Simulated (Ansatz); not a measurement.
HCN (hydrogen cyanide): a two-point extrapolation

HCN has 3 atoms, charge 0, and is taken as a singlet. SMILES: `C#N`. The coordinates come from a PBE0-D4/def2-TZVP relaxation.

```xyz
3

C    -0.0056   -0.0244   -0.0056
N     0.2520    1.0610    0.2552
H    -0.2464   -1.0366   -0.2495
```

CCSD(T) energies, 2 core orbitals frozen (Ansatz 0.2.0):

| basis | X | functions | Hartree–Fock (Eh) | correlation (Eh) |
| --- | --- | --- | --- | --- |
| cc-pVDZ | 2 | 33 | -92.883862 | -0.303612 |
| cc-pVTZ | 3 | 74 | -92.908964 | -0.365794 |
| cc-pVQZ | 4 | 140 | -92.915326 | -0.385719 |

The correlation energy converges as X⁻³, the Hartree–Fock energy about exponentially.

**Question.** Estimate the basis-set limit from the two largest sets.

**Answer.** 
1. Correlation: E(∞) = (4³ E(4) − 3³ E(3))/(4³ − 3³) = (64 × (-0.385719) − 27 × (-0.365794))/37 = -0.400259 Eh.
2. Hartree–Fock: successive steps shrink by 0.253; summing the geometric tail gives -92.915326 + (-0.006362) × 0.253/(1 − 0.253) = -92.917486 Eh.
3. Total: -92.917486 + (-0.400259) = -93.317745 Eh.
4. cc-pVQZ holds 96.4 % of the extrapolated correlation energy, cc-pVTZ 91.4 %.

This is an estimate of the method's limit, not an exact energy.
